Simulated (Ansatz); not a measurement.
Reading a saddle point

A first-order saddle point of AlH$_{5}$SO, singlet, PBE0-D4/def2-TZVP, with one imaginary mode of 795i cm⁻¹:

Al1  (-0.584, -0.559, 0.465)
O2  (-0.702, 0.680, -0.861)
H3  (-0.567, -2.054, -0.052)
H4  (-1.279, -0.078, 1.807)
H5  (0.614, 0.871, -0.477)
S6  (1.706, 0.293, 0.431)
H7  (-1.303, 1.426, -0.809)
H8  (2.116, -0.580, -0.504)
(Å)

Computed with Ansatz 0.2.0 (basis: def2-TZVPP and def2-QZVPP); correlated methods freeze the cores. Extrapolation: Hartree–Fock as exp(−7.88 √X), correlation as X^−2.97.

**Question.** Which contacts change along the imaginary mode, and what lies on either side? (Judge from chemistry; the calculation decides.)

**Answer.** Computed: The step is AlH₃O ([OH][AlH2]) + H₂S → AlH₃S ([AlH2][SH]) + H₂O (still joined by a long Al–O bond), with the molecules in contact on both sides. Shortening one way: Al1–S6, O2–H5; lengthening the same way: Al1–O2, H5–S6.
```csv
pair,one side (Å),saddle (Å),other side (Å)
Al1–S6,2.57,2.44,2.25
O2–H5,3.26,1.38,0.97
Al1–O2,1.72,1.82,2.01
H5–S6,1.34,1.53,2.62
```

**Question.** Which side is lower, and how far does the saddle lie above each? (Judge from chemistry; the value comes from the calculation.)

**Answer.** The calculation gives: The side with Al1–S6, O2–H5 short is lower by 0.246 eV; the saddle lies 0.633 eV above it and 0.386 eV above the other (CCSD(T) at an estimated basis limit (MP2 extrapolated from triple and quadruple zeta, plus CCSD(T) − MP2 in triple zeta); electronic energies).

T1 diagnostic: at most 0.012.

Labels in which every atom is bracketed show which atoms are joined, not bond orders.

For scale, one of the runs: CCSD(T)/def2-TZVPP, 185 basis functions, launched by `ansatz run in.yaml --threads 2 --pin off --events-out ev --progress --plain --max-ram 4352MiB`. Hardware: 2 CPU threads of an Arm Neoverse V2, shared host. Wall time 25 s; peak host memory 1.7 GiB.
